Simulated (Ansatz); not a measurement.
**SiF− (singlet): from Hartree-Fock to the top rungs at distance Si1–F2 = 3.692 Å, aug-cc-pVDZ**

The task here is to estimate one member of a computed series from the others.

Computed with Ansatz 0.2.0, Gaussian basis. Level: aug-cc-pVDZ, core rule «outside noble gas», up to 6 orbitals frozen.

To be run: UHF; CCSD(T) on RHF; CCSD(T) on UHF; BCCD(T) on RHF; CISD; CCSDT(Q) on RHF; CCSDT(Q) on UHF; CASSCF and MRCISD+Q, 2 electrons in 2 orbitals; CASSCF and NEVPT2, 2 electrons in 2 orbitals.

35 further runs of the same task are left out: 18 for a known fault of the program, 2 for a mislabelled method, 9 that didn't finish, 6 set aside as unsound or not needed.

**The geometry**

The geometry derives from a PBE0/def2-TZVPD stationary point (not a proven minimum). One bond is set to the value named and the two fragments are kept rigid.

2 atoms, charge -1, spin multiplicity 1.

Atoms are counted from 1 here; the program's logs count them from 0.

No contacts short enough for the rule that draws bonds.

Set-up of the first run:

Contents of in.yaml:

```yaml
crystal:
  periodic: [false, false, false]
  atoms:
    - {symbol: Si, position_ang: [0.000000, 0.000000, 0.000000]}
    - {symbol: F, position_ang: [0.000000, 0.000000, 3.692000]}
basis:
  gaussian: {orbitals: aug-cc-pVDZ}
total_charge: -1
magnetization: {spin_polarized: true, initial_magnetization: 0}
hamiltonian: {xc: hf}
output: {orbitals: {seedname: orbitals}}
```

Run with:

```bash
ansatz run in.yaml --threads 1 --pin off --events-out ev --progress --plain --max-ram 2393MiB
```

Steps of the session up to this table: UHF; CCSD(T) on RHF; CCSD(T) on UHF; BCCD(T) on RHF; CISD; CCSDT(Q) on RHF; CCSDT(Q) on UHF; CASSCF and MRCISD+Q, 2 electrons in 2 orbitals; CASSCF and NEVPT2, 2 electrons in 2 orbitals.

One table of the session follows, with a row left open; its other results are not shown here.

```
       method  from RCCSDT(Q) (kJ/mol)
          RHF                   +884.3
          UHF                   +756.8
         RMP2                   +106.6
         UMP2                        ?
         CISD                   +131.7
        RCCSD                    +40.5
        UCCSD                    -30.9
     RCCSD(T)                    +14.7
     UCCSD(T)                    -58.2
      BCCD(T)                    +13.7
       RCCSDT                     +2.4
       UCCSDT                    -83.7
    RCCSDT(Q)                        0
    UCCSDT(Q)                    -89.4
  CASSCF pair                   +836.3
  NEVPT2 pair                    +59.9
  MRCISD pair                    +95.4
MRCISD+Q pair                    +19.0
```

Q: Estimate the row for UMP2 from the others.

As computed: from RCCSDT(Q) (kJ/mol): +23.8. In the column «from RCCSDT(Q) (kJ/mol)» it lies between MRCISD+Q pair (+19.0) and RCCSD (+40.5).

The program flags UCCSD(T), RCCSDT(Q), UCCSDT(Q) as in doubt (see the logs), so the zero of the table is itself unsure.

Limits of these values: The determinant is far from a pure spin state, so its energy mixes those of several spin states (harmless only where they are near-degenerate, as at dissociation). The report flags that the cluster equations may have other roots. The program flags UCCSD(T), RCCSDT(Q), UCCSDT(Q) as in doubt, so the zero of the table is itself unsure. Warnings: restricted reference is unstable; spin contamination; large T1 diagnostic. Restricted and unrestricted rows rest on different reference determinants; where their highest levels disagree by more than a few hundredths of an eV, they describe different states and don't form one ladder.
